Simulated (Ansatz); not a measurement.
**ZnAs2: from a trial structure to a relaxed crystal**

Level of theory: DFT r2SCAN, scalar-relativistic, plane waves, PAW (Ansatz 0.2.0). Cutoff 500 eV, Γ-centred k mesh, Gaussian smearing, no spin polarisation in the final step.

This is the end of a relaxation of cell and atoms.

```
CELL_PARAMETERS angstrom
1.81199 1.04615 5.05121
-1.81199 1.04615 5.05121
0.00000 -2.09230 5.05121
ATOMIC_POSITIONS crystal
Zn 0.00000 0.00000 0.00000
As 0.77905 0.77905 0.77905
As 0.22095 0.22095 0.22095
```

Energies over the elements count from the elements' standard structures at the same level, with no empirical corrections.

(1) What space group does it have?

(2) How far does it lie from the elements in energy?

(3) Is it a metal?

Results:

(1) R-3m (No. 166). Conventional cell: a = 3.624 Å, c = 15.154 Å. Zn is coordinated by 6 As at 2.70 Å; As is coordinated by 3 As at 2.66 Å and 3 Zn at 2.70 Å.

(2) 0.22 eV/atom.

(3) Yes, bands cross the Fermi level on the 18×18×18 mesh.

The final run used a 18×18×18 mesh on its 3-atom cell and 0.10 eV smearing. The k mesh leaves about 4 meV/atom of noise in metals. The cell came from a trial start, so ZnAs2 may not exist in this structure.

Cost: 3 runs of about 10 core-minutes in all, on Arm Neoverse V2 (shared hosts).